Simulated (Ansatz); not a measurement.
This geometry of C₃H₆ClFO (12 atoms, charge 0, multiplicity 1) is a first-order saddle point.

All numbers below come from RKS PBE0-D4/STO-3G in Ansatz 0.2.0.

```xyz
12
Properties=species:S:1:pos:R:3
C -1.876 0.332 -0.144
O -0.630 0.193 0.608
C 0.405 -0.195 -0.334
F 0.165 -1.474 -0.848
C 1.797 -0.189 0.418
Cl 1.687 0.343 2.159
H -2.179 -0.614 -0.633
H -1.806 1.120 -0.920
H -2.651 0.619 0.587
H 0.451 0.533 -1.193
H 2.209 -1.214 0.416
H 2.505 0.491 -0.082
```

Task: Which two structures does it join? (They come from a converged band through this point; their orientation in space is the band's.)

Result: No bond is made or broken. The dihedral O2–C3–C5–Cl6 goes from -73 to 65°.

Initial state:

```xyz
12
Properties=species:S:1:pos:R:3
C -1.904 0.076 -0.049
O -0.635 -0.170 0.630
C 0.422 -0.104 -0.365
F 0.368 -1.203 -1.231
C 1.775 -0.137 0.430
Cl 2.066 1.456 1.270
H -2.123 -0.687 -0.822
H -1.931 1.075 -0.529
H -2.688 0.032 0.724
H 0.363 0.846 -0.966
H 1.747 -0.926 1.201
H 2.618 -0.312 -0.258
```

Final state:

```xyz
12
Properties=species:S:1:pos:R:3
C -1.869 0.369 -0.133
O -0.603 0.304 0.592
C 0.410 -0.179 -0.334
F 0.146 -1.484 -0.750
C 1.781 -0.086 0.422
Cl 1.825 -1.226 1.844
H -2.184 -0.621 -0.518
H -1.823 1.076 -0.986
H -2.624 0.726 0.586
H 0.478 0.490 -1.241
H 2.610 -0.361 -0.251
H 1.930 0.938 0.803
```

Task: How far does it lie above each of them?

Result: 0.139 eV above the first and 0.112 eV above the second. This is the barrier of this one path; another mechanism may lie lower. Limits of this set-up: minimal basis.

The run took 120 s on 1 CPU thread of a shared host.
